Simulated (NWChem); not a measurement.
Species: Li2; SMILES [Li][Li]

```xyz
2

Li     0.0000     0.0000    -1.3635
Li     0.0000     0.0000     1.3635
```
Atoms are numbered in this order, from 1.

All runs use the structure optimised with B3LYP/6-31G* (spherical d).

Task: List the 4 lowest vertical singlet excitations and the 4 lowest triplet ones from PBE/def2-SVPD, TDA (NWChem).

Result: 
| state | energy (eV) | oscillator strength | leading excitation (squared amplitude) |
|---|---|---|---|
| S1 | 2.04 | 0.645 | HOMO → LUMO (0.96) |
| S2 | 2.68 | 0.000 | HOMO → LUMO+3 (0.91) |
| S3 | 2.71 | 0.714 | HOMO → LUMO+1 (0.96) |
| S4 | 2.71 | 0.714 | HOMO → LUMO+2 (0.96) |
| T1 | 0.94 | spin-forbidden | HOMO → LUMO (1.00) |
| T2 | 1.18 | spin-forbidden | HOMO → LUMO+2 (0.99) |
| T3 | 1.18 | spin-forbidden | HOMO → LUMO+1 (0.99) |
| T4 | 1.67 | spin-forbidden | HOMO → LUMO+3 (0.99) |
